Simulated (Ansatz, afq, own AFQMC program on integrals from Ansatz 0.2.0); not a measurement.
## SiO, triplet in 6-31G, levels against full CI

```xyz
2

Si    0.0000    0.0000    0.0000
O     0.0000    0.0000    1.5630
```

Basis 6-31G. Noble-gas cores (and the filled d shells of Ga–Kr and In–Xe) are frozen. Integrals, coupled cluster, full CI and functionals: Ansatz 0.2.0; the random walks run on the same integrals in our own AFQMC program. The CISD trial takes its coefficients from CCSD amplitudes. Released means that phaseless walkers are propagated on without the constraint, phases kept. ± is one standard error of the sampling.

Determinant: ROHF, the one that the program's search chose, which needn't be the lowest solution. The geometry is a point of a scan.

Full CI on the same integrals is exact in this basis and with this determinant's frozen core.

Cautions: lower spins were not checked; the search met a lower determinant of the same kind, perhaps of another symmetry (776 meV lower), and this one is a saddle point; strong correlation (T1 0.103, weight of the determinant 0.72, largest double 0.15); the released energies have errors that jump between times, so the bars are unsure, so no released level is given (meV from the phaseless value at times in 1/Eh: 3 ± 9 at 0.24, 7 ± 32 at 0.51, -20 ± 3 at 0.99, -44 ± 8 at 1.62, -93 ± 36 at 2.40).

* T1 diagnostic: 0.1031
* weight of the determinant in the CISD state: 0.721
* size of the correlated space: 10 electrons in 16 orbitals

```
  level  correlation energy (eV)
    MP2                  -3.7721
   CCSD                  -4.6503
CCSD(T)                  -4.7929
```

Problem. Estimate where full CI lies against CCSD(T) on the same integrals.

Solution. 86.4 meV below CCSD(T).

Reference: full CI, correlation energy -4.879 eV. The cautions show a poor starting determinant, so the rows tell how each method copes with it here, and full CI is the sure value.

```tsv
level	E − E(reference) (meV)	share of correlation (%)
CCSD(T)	86.4	98.23
CCSDT	29.9	99.39
CCSDT(Q)	-14.2	100.29
CCSDTQ	1.0	99.98
ph-AFQMC/CISD	73.9 ± 3.1	98.48
```

CCSDT and higher add their correlation energy to the determinant of the CCSD(T) run, since their own runs factorise the integrals more tightly (a shift of under 2 meV). A walk keeps the symmetry of its determinant, which the program's search chose and which needn't be the lowest solution, so a lower state of the same spin and another symmetry isn't excluded.
